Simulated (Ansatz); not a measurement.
# BH2O2+: one structure at several levels

The task here is to estimate one member of a computed series from the others.

The runs use Ansatz 0.2.0, Gaussian basis; single points in def2-TZVPP.

Cores are frozen in the correlated methods.

**The starting structure**

SMILES `OB=[OH+]`, 5 atoms, charge 1, spin multiplicity 1.

Atoms are counted from 1 here; the program's logs count them from 0.

Bond lengths: O1–B2 1.225 Å, O1–H4 0.945 Å, B2–O3 1.230 Å, O3–H5 0.974 Å. Angles: B2–O1–H4 174.1°, O1–B2–O3 179.1°, B2–O3–H5 174.8°.

Coordinates:

```xyz
5

O    -0.74856   -0.25771   -0.93787
B     0.00028   -0.00147   -0.00276
O     0.73694    0.26346    0.94599
H    -1.32519   -0.54722   -1.62808
H     1.37984    0.49904    1.63853
```

Set-up of the first run:

run/in.yaml

```yaml
crystal:
  periodic: [false, false, false]
  atoms:
    - {symbol: O, position_ang: [-0.748559, -0.257706, -0.937869]}
    - {symbol: B, position_ang: [0.000284, -0.001472, -0.002764]}
    - {symbol: O, position_ang: [0.736942, 0.263458, 0.945989]}
    - {symbol: H, position_ang: [-1.325187, -0.547215, -1.628076]}
    - {symbol: H, position_ang: [1.379843, 0.499037, 1.638526]}
basis:
  gaussian: {orbitals: def2-TZVPP}
total_charge: 1
hamiltonian: {xc: pbe, dispersion: d4}
output: {forces: true}
```

Run with:

```console
$ ansatz run in.yaml --threads 2 --pin off --events-out ev --progress --plain --max-ram 3481MiB
```

Among the steps run: PBE-D4/def2-TZVPP; r2SCAN-D4/def2-TZVPP; PBE0-D4/def2-TZVPP; wB97M-V/def2-TZVPP; CCSD(T)/def2-TZVPP.

One table of the session follows, with a row left open; its other results are not shown here.

```
   method  RMS force component (eV/Å)  angle to CCSD(T) forces (°)
   PBE-D4                       0.535                         18.2
r2SCAN-D4                           ?                            ?
  PBE0-D4                       0.442                         14.0
  wB97M-V                       0.479                          8.2
  CCSD(T)                       0.548                    reference
```

**Question.** Estimate the row for r2SCAN-D4.

The run gave: RMS force component (eV/Å): 0.466; angle to CCSD(T) forces (°): 9.4. In the column «RMS force component (eV/Å)» it lies between PBE0-D4 (0.442) and wB97M-V (0.479).
